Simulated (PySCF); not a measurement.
Basis-set dependence of population analyses: `C=C(CF)OC`

Compound: C4H7FO.
Atom-mapped SMILES: `[CH2:1]=[C:2]([CH2:3][F:4])[O:5][CH3:6]` (hydrogens: H7, H8 on C1; H9, H10 on C3; H11, H12, H13 on C6)

Cartesian coordinates in Å at the PBE0-D3(BJ)/def2-SVP level; atoms count from 1:
```
atom  x, y, z in Å
C1     0.3410    1.3591    0.0173
C2     0.3999    0.0279   -0.0938
C3     1.6677   -0.7303   -0.3598
F4     2.7371    0.1034   -0.4960
O5    -0.6169   -0.8495    0.0116
C6    -1.8891   -0.3406    0.3035
H7     1.2608    1.9316   -0.0942
H8    -0.5866    1.8967    0.2111
H9     1.8507   -1.4317    0.4737
H10    1.5459   -1.3296   -1.2798
H11   -2.5679   -1.1993    0.3805
H12   -2.2466    0.3338   -0.4945
H13   -1.8909    0.2127    1.2590
```

PBE0 throughout (PySCF), one geometry, spherical d and f functions. Geometry: PBE0-D3(BJ)/def2-SVP, one conformer, isolated molecule. The first 7 of 10 kinds of atom are listed.

Mulliken charges (e):

```
        basis  functions      C1      C2      C3      F4      O5      C6      H7
       STO-3G         37  -0.230  +0.084  -0.042  -0.104  -0.190  -0.125  +0.083
        6-31G         68  -0.407  +0.284  -0.007  -0.334  -0.554  -0.246  +0.183
     pcSseg-0         68  -0.412  +0.124  +0.026  -0.385  -0.680  -0.311  +0.229
       6-31G*         98  -0.509  +0.340  +0.004  -0.329  -0.484  -0.285  +0.191
      cc-pVDZ        119  -0.092  -0.073  +0.276  -0.227  -0.286  +0.058  +0.050
     def2-SVP        119  -0.147  -0.025  +0.331  -0.264  -0.352  +0.106  +0.057
  aug-cc-pVDZ        201  +0.753  +0.625  +0.834  -0.444  -0.681  +0.773  -0.477
6-311+G(2d,p)        204  -0.349  +0.438  -0.225  -0.278  -0.357  -0.274  +0.141
    def2-TZVP        228  -0.407  +0.167  +0.029  -0.220  -0.244  -0.252  +0.149
      cc-pVTZ        278  -0.402  +0.121  +0.169  -0.211  -0.210  -0.119  +0.136
     IGLO-III        280  -0.384  +0.283  -0.027  -0.261  -0.252  -0.267  +0.132
     pcSseg-2        314  -0.228  +0.182  +0.313  -0.301  -0.399  +0.112  +0.068
```

IAO charges (e):

```json
{"basis": "STO-3G", "functions": "37", "C1": "-0.352", "C2": "+0.078", "C3": "-0.102", "F4": "-0.132", "O5": "-0.172", "C6": "-0.258", "H7": "+0.138"}
{"basis": "6-31G", "functions": "68", "C1": "-0.428", "C2": "+0.171", "C3": "-0.001", "F4": "-0.295", "O5": "-0.315", "C6": "-0.241", "H7": "+0.176"}
{"basis": "pcSseg-0", "functions": "68", "C1": "-0.418", "C2": "+0.162", "C3": "+0.002", "F4": "-0.289", "O5": "-0.310", "C6": "-0.221", "H7": "+0.170"}
{"basis": "6-31G*", "functions": "98", "C1": "-0.423", "C2": "+0.191", "C3": "+0.036", "F4": "-0.302", "O5": "-0.328", "C6": "-0.202", "H7": "+0.166"}
{"basis": "cc-pVDZ", "functions": "119", "C1": "-0.434", "C2": "+0.194", "C3": "+0.035", "F4": "-0.304", "O5": "-0.324", "C6": "-0.201", "H7": "+0.168"}
{"basis": "def2-SVP", "functions": "119", "C1": "-0.424", "C2": "+0.191", "C3": "+0.040", "F4": "-0.306", "O5": "-0.322", "C6": "-0.192", "H7": "+0.164"}
{"basis": "aug-cc-pVDZ", "functions": "201", "C1": "-0.447", "C2": "+0.198", "C3": "+0.034", "F4": "-0.318", "O5": "-0.334", "C6": "-0.208", "H7": "+0.174"}
{"basis": "6-311+G(2d,p)", "functions": "204", "C1": "-0.446", "C2": "+0.197", "C3": "+0.032", "F4": "-0.319", "O5": "-0.336", "C6": "-0.210", "H7": "+0.174"}
{"basis": "def2-TZVP", "functions": "228", "C1": "-0.446", "C2": "+0.199", "C3": "+0.036", "F4": "-0.318", "O5": "-0.335", "C6": "-0.208", "H7": "+0.173"}
{"basis": "cc-pVTZ", "functions": "278", "C1": "-0.446", "C2": "+0.199", "C3": "+0.035", "F4": "-0.315", "O5": "-0.333", "C6": "-0.209", "H7": "+0.173"}
{"basis": "IGLO-III", "functions": "280", "C1": "-0.448", "C2": "+0.198", "C3": "+0.033", "F4": "-0.319", "O5": "-0.336", "C6": "-0.210", "H7": "+0.175"}
{"basis": "pcSseg-2", "functions": "314", "C1": "-0.447", "C2": "+0.199", "C3": "+0.035", "F4": "-0.319", "O5": "-0.335", "C6": "-0.208", "H7": "+0.174"}
```

Hirshfeld charges (e):

```csv
basis,functions,C1,C2,C3,F4,O5,C6,H7
STO-3G,37,-0.137,+0.045,+0.071,-0.071,-0.102,+0.046,+0.025
6-31G,68,-0.165,+0.059,+0.040,-0.115,-0.128,-0.012,+0.044
pcSseg-0,68,-0.165,+0.061,+0.034,-0.107,-0.106,-0.020,+0.040
6-31G*,98,-0.164,+0.057,+0.036,-0.103,-0.115,-0.014,+0.041
cc-pVDZ,119,-0.167,+0.057,+0.021,-0.089,-0.089,-0.028,+0.037
def2-SVP,119,-0.168,+0.062,+0.022,-0.097,-0.096,-0.029,+0.038
aug-cc-pVDZ,201,-0.165,+0.056,+0.015,-0.101,-0.108,-0.036,+0.042
"6-311+G(2d,p)",204,-0.162,+0.051,+0.020,-0.104,-0.112,-0.028,+0.041
def2-TZVP,228,-0.165,+0.057,+0.017,-0.100,-0.106,-0.033,+0.040
cc-pVTZ,278,-0.167,+0.059,+0.016,-0.096,-0.101,-0.034,+0.039
IGLO-III,280,-0.165,+0.057,+0.015,-0.101,-0.108,-0.036,+0.041
pcSseg-2,314,-0.165,+0.059,+0.014,-0.101,-0.107,-0.037,+0.040
```

Task: Which scheme is steadiest as the basis changes?

Result: Largest range over the bases for any column: Hirshfeld 0.08 e, IAO 0.19 e, Mulliken 1.26 e. Hirshfeld charges move least and Mulliken charges most, counted in e. Without the minimal STO-3G basis the ranges are Hirshfeld 0.04, IAO 0.05, Mulliken 1.26 e.

Task: How much do the charges still move between the two largest bases, IGLO-III and pcSseg-2?

Result: At most, over all atoms: Mulliken 0.378 e, IAO 0.002 e, Hirshfeld 0.002 e.

Task: What do the same runs give for the total energy, the frontier levels and the dipole moment?

Result: 
```json
{"basis": "STO-3G", "energy (Eh)": "-326.9474", "HOMO (eV)": "-4.00", "LUMO (eV)": "4.27", "μ (D)": "1.48"}
{"basis": "6-31G", "energy (Eh)": "-331.1999", "HOMO (eV)": "-6.57", "LUMO (eV)": "1.18", "μ (D)": "2.39"}
{"basis": "pcSseg-0", "energy (Eh)": "-330.5286", "HOMO (eV)": "-6.79", "LUMO (eV)": "0.96", "μ (D)": "2.48"}
{"basis": "6-31G*", "energy (Eh)": "-331.2861", "HOMO (eV)": "-6.45", "LUMO (eV)": "1.30", "μ (D)": "2.06"}
{"basis": "cc-pVDZ", "energy (Eh)": "-331.3137", "HOMO (eV)": "-6.57", "LUMO (eV)": "1.10", "μ (D)": "2.12"}
{"basis": "def2-SVP", "energy (Eh)": "-331.0509", "HOMO (eV)": "-6.67", "LUMO (eV)": "1.00", "μ (D)": "2.17"}
{"basis": "aug-cc-pVDZ", "energy (Eh)": "-331.3406", "HOMO (eV)": "-6.78", "LUMO (eV)": "-0.09", "μ (D)": "2.17"}
{"basis": "6-311+G(2d,p)", "energy (Eh)": "-331.4005", "HOMO (eV)": "-6.80", "LUMO (eV)": "0.29", "μ (D)": "2.21"}
{"basis": "def2-TZVP", "energy (Eh)": "-331.4307", "HOMO (eV)": "-6.78", "LUMO (eV)": "0.77", "μ (D)": "2.15"}
{"basis": "cc-pVTZ", "energy (Eh)": "-331.4183", "HOMO (eV)": "-6.73", "LUMO (eV)": "0.85", "μ (D)": "2.11"}
{"basis": "IGLO-III", "energy (Eh)": "-331.4376", "HOMO (eV)": "-6.79", "LUMO (eV)": "0.65", "μ (D)": "2.17"}
{"basis": "pcSseg-2", "energy (Eh)": "-331.4311", "HOMO (eV)": "-6.81", "LUMO (eV)": "0.62", "μ (D)": "2.20"}
```

The dipole is fixed by the density alone, so its range of 1.00 D shows that the density itself changes with the basis, not only its division among atoms.
